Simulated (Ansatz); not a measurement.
Reaction (hydrogen abstraction from the N–H bond): `BNB` + `[CH3]`• → `B[N]B`• + CH₄

Isolated molecules relaxed with PBE0-D4/def2-TZVP in Ansatz; ΔE leaves out vibrations. CBS: MP2 limit from def2 TZ/QZ plus the TZ coupled-cluster correction, frozen cores. This one scheme is used for every species. Functionals use def2-TZVPP. Open shells (•) are unrestricted, without spin–orbit coupling.

(1) Is it downhill or uphill in electronic energy at CCSD(T)/CBS, and by how much? (Estimate.)

(2) What do these levels give: revPBE-D4, BLYP-D4, r2SCAN-D4, r2SCAN0-D4, LC-ωPBE, CCSD(T)/def2-SVP? (Best estimate.)

Largest T1 diagnostic among the species: 0.024.

Answers

(1) The calculation gave: Downhill: ΔE = -3.4 kJ/mol.

(2) Ansatz gave: revPBE-D4 -38.2, BLYP-D4 -43.9, r2SCAN-D4 -30.0, r2SCAN0-D4 -17.9, LC-ωPBE -8.6, CCSD(T)/def2-SVP -11.6 kJ/mol.

Leaving LDA and LC-ωPBE aside and taking each functional with its dispersion term where it has one, the values, not all of them listed here, spread over 39.8 kJ/mol, from BLYP-D4 to PBE-QIDH. LDA lies −8.7 kJ/mol from PBE without D4. From PBE to PBE0 (25 % exact exchange), in def2-TZVPP and without D4, ΔE moves by +18.5 kJ/mol.
